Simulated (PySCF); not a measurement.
CH2O, SMILES C=O. Geometry: r2SCAN-D4/def2-TZVPD.

TDA-CAM-B3LYP/def2-TZVPD (PySCF) puts the lowest singlet excitations at 4.01, 7.10, 8.30, 8.34, 8.78, 9.26 eV and the lowest triplet (TDA) at 3.32 eV.

Problem. What are the lowest singlet roots from EOM-CCSD/aug-cc-pVDZ run with PySCF 2.14.0? (An estimate is asked for; the answer gives what the named calculation found.)

Solution. 4.08, 7.02, 7.98, 8.04, 8.60, 9.84 eV; triplets 3.61, 6.15, 6.85 eV. S1 differs by 0.07 eV (second minus first; roots are paired by order, and the bases may differ).
